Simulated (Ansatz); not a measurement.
Saddle point of AlH2ClO, singlet (AlH₂ClO ([OH][AlH][Cl]) → AlCl + H₂O (still joined by a long Al–O bond); bonds formed: O2–H3; bonds broken: Al1–H3; bonds weakened to dative contacts: Al1–O2), PBE0-D4/def2-TZVP structure:

Al1  (-0.260, -0.832, 0.441)
O2  (0.321, 0.361, -0.796)
H3  (-0.666, -0.452, -1.184)
Cl4  (0.241, -0.401, 2.455)
H5  (0.365, 1.324, -0.917)
(Å)

Energies are electronic, without zero-point energy. Barriers and step energies count from the start structure reached by relaxing down the imaginary mode; all methods use the PBE0-D4 structures, on which another method's saddle can fall below an end. Ansatz 0.2.0; basis: def2-TZVPP, with def2-QZVPP for the basis limit; cores frozen in the correlated methods. B3LYP uses VWN-RPA correlation. Extrapolation: Hartree–Fock as exp(−7.88 √X), correlation as X^−2.97.

| method | barrier (eV) | step energy (eV) |
| --- | --- | --- |
| SPW92 | ? | 1.378 |
| PBE-D4 | 2.627 | 1.415 |
| BLYP-D4 | 2.751 | 1.468 |
| r2SCAN-D4 | 2.956 | 1.757 |
| B97M-V | ? | 1.723 |
| PBE0-D4 | 2.949 | 1.520 |
| B3LYP-D4 | 3.001 | 1.558 |
| r2SCAN0-D4 | 3.151 | 1.742 |
| BHLYP-D4 | 3.362 | 1.664 |
| CAM-B3LYP-D4 | 3.146 | 1.657 |
| wB97X-V | 3.226 | 1.716 |
| wB97M-V | 3.074 | 1.512 |
| B2PLYP | 3.100 | 1.660 |
| PBE-QIDH | 3.208 | 1.689 |
| RPA on PBE | ? | 1.558 |
| HF | 3.922 | 1.808 |
| MP2 | 3.205 | 1.758 |
| CCSD | 3.295 | 1.647 |
| CCSD(T) | 3.143 | 1.627 |

Task: Fill in the withheld barriers. (To be estimated.)

Result: Computed: RPA on PBE 3.032; SPW92 2.444; B97M-V 3.079 eV. Each is the energy of the saddle less that of the start structure, by the same method.

For comparison, the barrier by CCSD(T) at an estimated basis limit (MP2 extrapolated from triple and quadruple zeta, plus CCSD(T) − MP2 in triple zeta) is 3.131 eV.

The T1 diagnostic stays at or below 0.017. The restricted Hartree–Fock reference is unstable towards an unrestricted one at one or more of these structures.

Labels in which every atom is bracketed show which atoms are joined, not bond orders.

For scale, one of the runs: CCSD(T)/def2-TZVPP, 143 basis functions, launched by `ansatz run in.yaml --threads 2 --pin off --events-out ev --progress --plain --max-ram 4352MiB`. Time: 9.5 s of wall clock on 2 CPU threads of an Arm Neoverse V2; the host was shared. Peak host memory: 0.77 GiB.
